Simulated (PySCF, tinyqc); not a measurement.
Inside a calculation. Method: harmonic frequencies on the RHF/sto-3g surface (energies and gradients from PySCF), for CH2, spin multiplicity 1. The lowest restricted solution is unstable here: a spin-polarised one lies 0.0253 hartree lower (PySCF). One step of it, computed by the program tinyqc.

Question. One row of the Hessian: 2Hy. Displace 2Hy by +/-0.002 bohr; H(k, :) = (g(+) - g(-)) / (2 delta).

optimised positions (bohr):
```
,x,y,z
1C,0.050884,-0.056317,-0.211613
2H,-0.001240,1.582713,1.133921
3H,-0.047755,-1.677575,1.152611
```

gradient at +delta (hartree/bohr):
```
,x,y,z
1C,0.00000953,-0.00053611,-0.00030504
2H,-0.00001245,0.00059572,0.00037237
3H,0.00000292,-0.00005960,-0.00006733
```

gradient at -delta (hartree/bohr):
```
,x,y,z
1C,-0.00000715,0.00049277,0.00025171
2H,0.00001046,-0.00056126,-0.00032834
3H,-0.00000331,0.00006849,0.00007663
```

Give: row of the Hessian.

Answer.

row of the Hessian (hartree/bohr^2): 1Cx 0.004169, 1Cy -0.257221, 1Cz -0.139188, 2Hx -0.005728, 2Hy 0.289245, 2Hz 0.175180, 3Hx 0.001559, 3Hy -0.032024, 3Hz -0.035991
